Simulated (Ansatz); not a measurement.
Which isomer of FHNP− gives these data?

These gas-phase data were calculated for one isomer of FHNP− at r2SCAN-D4/def2-SVPD (harmonic, unscaled wavenumbers; equilibrium rotational constants with average atomic masses):

| Property | Result |
| --- | --- |
| rotational constants | 34.3, 7.246, 6.249 GHz |
| all wavenumbers above 1500 cm⁻¹ | 2041 |

Candidates:

(1) the doublet with the links of `[N-]=[PH]F`
(2) the doublet with the links of `[NH][P-]F`

Task: Which candidate do the data belong to?

Result: Candidate (1). No mode falls between 3250 and 3800 cm⁻¹, where the N–H stretch of (2) would stand.

The same quantities for all candidates:

```tsv
	rotational constants (GHz)	wavenumbers above 1500 cm⁻¹	E above the lowest, r2SCAN-D4/def2-SVPD (kcal/mol)
(1)	34.3, 7.246, 6.249	2041	19.0
(2)	28.85, 7.641, 6.114	3409	0.0
```

Each candidate is one conformer. Open shells are spin-unrestricted. Programs: Ansatz 0.2.0.
